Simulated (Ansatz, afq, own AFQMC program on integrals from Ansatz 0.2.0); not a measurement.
## BN, triplet in 6-31G, levels against full CI

```xyz
2

B     0.0000    0.0000    0.0000
N     0.0000    0.0000    2.1400
```

Basis 6-31G. Noble-gas cores (and the filled d shells of Ga–Kr and In–Xe) are frozen. AFQMC by an in-house program on the Cholesky factors that Ansatz 0.2.0 writes for its CCSD(T) run. ph-AFQMC/CISD is guided by a CISD state made of CCSD amplitudes; releasing the constraint for a short imaginary time cuts its bias at the price of noise, slowly where states lie close. Uncertainties: one standard error, sampling alone.

Determinant: UHF, the one that the program's search chose, which needn't be the lowest solution. The geometry is a point of a scan.

Full CI on the same integrals is exact in this basis and with this determinant's frozen core.

Cautions: lower spins were not checked; strong correlation (T1 0.129, weight of the determinant 0.67, largest double 0.15); unrestricted determinant spin contaminated (⟨S²⟩ 2.67 against 2.00).

The T1 diagnostic is 0.1289. The weight of the determinant in the CISD state is 0.670 and the ⟨S²⟩ of the determinant is 2.667. The size of the correlated space is 8 electrons in 16 orbitals.

Reference: full CI, correlation energy -3.279 eV. The released energy is read at 2.40 1/Eh (meV from the phaseless value at times in 1/Eh: -9 ± 4 at 0.24, -10 ± 4 at 0.51, -24 ± 4 at 0.99, -40 ± 5 at 1.62, -41 ± 8 at 2.40). The cautions show a poor starting determinant, so the rows tell how each method copes with it here, and full CI is the sure value.

```csv
level,E − E(reference) (mEh),share of correlation (%)
HF,120.50,0.00
MP2,54.18,55.04
CCSD,4.49,96.27
CCSD(T),1.62,98.65
CCSDT,0.31,99.74
CCSDT(Q),-0.08,100.07
CCSDTQ,0.00,100.00
ph-AFQMC/CISD,1.38 ± 0.18,98.85
released AFQMC,-0.14 ± 0.30,100.11
```

CCSDT and higher add their correlation energy to the determinant of the CCSD(T) run, since their own runs factorise the integrals more tightly (a shift of under 2 meV). Released energies are given only where the last usable release times agree within the noise; a slower fall can still hide under it.
